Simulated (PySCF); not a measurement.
Property card for silicon dicarbide, `C1#C[Si]1` [singlet]

Species: silicon dicarbide, C2Si (singlet state).
Structure used (PBE0-D3(BJ)/def2-TZVP), in Å, numbered top down from 1:
```
atom  x, y, z in Å
C1    -0.3579   -1.2297   -0.6150
C2     0.4410   -0.4092   -0.0832
Si3    1.0850   -2.1195    0.0903
```

Structural features include: alkyne and C–Si bond.

From PBE0-D3(BJ)/def2-TZVP geometry optimisation, gas phase (PySCF):

| Quantity | Value |
| --- | --- |
| Point group | C2v |
| Rotational constants A, B, C | 52.829, 13.163, 10.537 GHz |

**CAM-B3LYP/aug-cc-pVTZ ground state and vertical TDDFT (core frozen in the response) (PySCF)**

| Quantity | Value |
| --- | --- |
| Dipole moment | 2.54 D |
| HOMO energy | -8.97 eV |
| LUMO energy | -2.21 eV |
| HOMO–LUMO gap | 6.76 eV |
| Lowest singlet excitation | 2.81 eV (441 nm, f = 0.020) |
| Strongest line among the 10 lowest singlet transitions | S9 at 7.24 eV (171 nm, f = 0.114) |
| Lowest triplet excitation (Tamm–Dancoff) | 1.87 eV |
| Static isotropic polarisability | 44.7 au |
| Electronic spatial extent ⟨r²⟩ about the centre of nuclear charge | 142 bohr² |

PBE0/pcSseg-2 ground state and GIAO shieldings, non-relativistic (PySCF):

| Quantity | Value |
| --- | --- |
| Lowest Hirshfeld atomic charge | -0.20 e on C1/C2 |
| Highest Hirshfeld atomic charge | +0.40 e on Si3 |
| 13C chemical shifts (computed TMS as zero) by class | 451.9 (C1/C2) ppm |
| Isotropic shieldings of nuclei other than C and H, by class | -275 (Si3) ppm |
| Mayer bond orders between heavy atoms | C1–C2 1.86, C2–Si3 1.03, Si3–C1 1.03 |

Monoisotopic mass from the formula: 51.9769 u.

The vertical singlet–triplet gap S1 − T1 is 0.94 eV (TDDFT singlet less Tamm–Dancoff triplet; S1: HOMO→LUMO, weight 0.95; T1: HOMO→LUMO, weight 0.95). The polarisability is 6.62 Å³ as a volume (1 au = 0.148185 Å³), or 1.72 au for each of the 26 electrons. With B = h/(8π²I), that is 505.379 GHz u Å² over I, the principal moments of inertia are 9.6, 38.4 and 48.0 u Å² (most abundant isotopes); the inertial defect Ic − Ia − Ib is 0.0 u Å² (zero for a rigid planar frame, negative otherwise). 1 of the 10 computed singlets lies in the visible range (750 to 380 nm, 1.65 to 3.26 eV), with an oscillator strength of 0.020. The principal polarisabilities are 36.6, 45.8 and 51.6 au; their mean is the isotropic value. The largest Löwdin shares of the LUMO are 0.45 on Si3, 0.28 on C2 and 0.28 on C1. A dipole of 2.54 D is allowed in C2v, and pure rotational transitions are dipole-allowed.

Geometry: PBE0-D3(BJ)/def2-TZVP; no solvent, vibrations or thermal averaging.
